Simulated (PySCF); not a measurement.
## Relaxation of singlet SOF4

Computed with PySCF, PBE0, basis S def2-SVP, O def2-SVP, F def2-SVP (no relativity, density fitting). A (50,194) grid was used.

A start displaced from a saddle point along its imaginary mode, of C2v symmetry, held to at least that symmetry:

Coordinates in bohr (charge 0 multiplicity 1):
```
S     0.0000    0.0000    0.2515
O     0.0000    0.0000    2.9384
F     2.7009    0.0000   -1.1650
F     0.0000    3.0411   -0.2835
F    -2.7009    0.0000   -1.1650
F     0.0000   -3.0411   -0.2835
```

Optimiser trace:
| step | E − E(last) (kJ/mol) | largest gradient (Eh/bohr) |
| --- | --- | --- |
| 0 | 11.19 | 0.01903 |
| 1 | 5.23 | 0.00656 |
| 2 | 2.71 | 0.00282 |
| 3 | 0.70 | 0.00524 |
| 4 | 0.14 | 0.00228 |
| 5 | 0.00 | 0.00032 |
| 6 | 0.00 | 0.00020 |

It ends at C2v with S–F 1.579 Å (×2), S–F 1.613 Å (×2), S–O 1.430 Å; F–S–F 85.8° (×4), F–S–F 110.5°, F–S–F 165.1°, F–S–O 97.5° (×2), F–S–O 124.7° (×2) (after a last refinement on a finer grid). A frequency run shows a minimum. Other isomers or separated fragments may lie lower.

Final geometry:
Z-matrix (Å, degrees; charge 0 multiplicity 1):
```
S
O  1 1.4302
F  1 1.5794 2 124.75
F  1 1.6131 2 97.46 3 -90.00
F  1 1.5794 2 124.75 3 180.00
F  1 1.6131 2 97.46 3 90.00
```

The relaxation took roughly 24 core-seconds on a shared host.
